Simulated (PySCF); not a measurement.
Name the molecule from its bond curve

A diatomic of charge 0 contains Mg. Its triplet curve at PBE0 in a double-zeta basis (spin-free X2C with a Gaussian nucleus, PySCF), in eV from the separated fragments:

```json
{"R (Å)": "2.207", "E (eV)": "-0.651"}
{"R (Å)": "2.309", "E (eV)": "-0.904"}
{"R (Å)": "2.412", "E (eV)": "-1.042"}
{"R (Å)": "2.489", "E (eV)": "-1.090"}
{"R (Å)": "2.566", "E (eV)": "-1.103"}
{"R (Å)": "2.643", "E (eV)": "-1.091"}
{"R (Å)": "2.746", "E (eV)": "-1.045"}
{"R (Å)": "2.874", "E (eV)": "-0.960"}
{"R (Å)": "3.028", "E (eV)": "-0.838"}
{"R (Å)": "3.233", "E (eV)": "-0.671"}
```

The fit gives ωe = 305 cm⁻¹ and the rotational constant Bₑ = 0.1987 cm⁻¹.

Problem. Which atom is the partner?

Solution. The minimum lies at 2.563 Å, so the reduced mass is 16.8576 u Å² cm⁻¹/(Bₑ·Re²) = 12.92 u. With Mg at 23.99 u the partner weighs about 28.0 u: Si. The molecule is MgSi.

The state is the lowest determinant that a PBE0 search found; another state may lie lower at other levels.
